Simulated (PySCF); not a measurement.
Homolysis of single bonds, series Si OH-H. Gas-phase values, no solvent. One relaxed conformer stands for each flexible species; it need not be the lowest. Strings in code marks are SMILES. All members: neutral, multiplicity 1. Level: PBE0-D4/def2-TZVP (PySCF), beside PBE-D3(BJ)/def2-TZVP // PBE0-D4/def2-TZVP (PySCF) at the same geometries.  Orbital energies are measured against the vacuum level.

| species | HOMO, PBE (eV) | HOMO, PBE0-D4 (eV) |
|---|---|---|
| `[SiH4]` | -8.51 | -9.86 |
| `O[SiH2]O` (H–O–Si–O torsion -66°, O–Si–O–H torsion -66°) | -7.37 | withheld |
| `O[Si](O)(O)O` | -7.33 | -9.11 |
| `O[SiH](O)O` | -7.23 | -8.79 |
| `O[SiH3]` | -7.21 | -8.73 |

Question: Fit y = a + b·x, y being the HOMO at the first level, to the 4 complete rows by least squares, with x = the PBE value in eV. Give a, b and the rms residual, and predict the withheld value.

Answer: Means of the 4 rows: x̄ = -7.57, ȳ = -9.1225 eV. Σ(x − x̄)² = 1.1864 and Σ(x − x̄)(y − ȳ) = 0.9506, so b = 0.801 and a = ȳ − b·x̄ = -3.059 eV. The rms residual is 0.108 eV. At x = -7.37 the line gives -8.96 eV. The run for `O[SiH2]O` (H–O–Si–O torsion -66°, O–Si–O–H torsion -66°) gave -8.89 eV, so the line is off by 0.07 eV, within twice the rms residual.

Codes: PySCF.
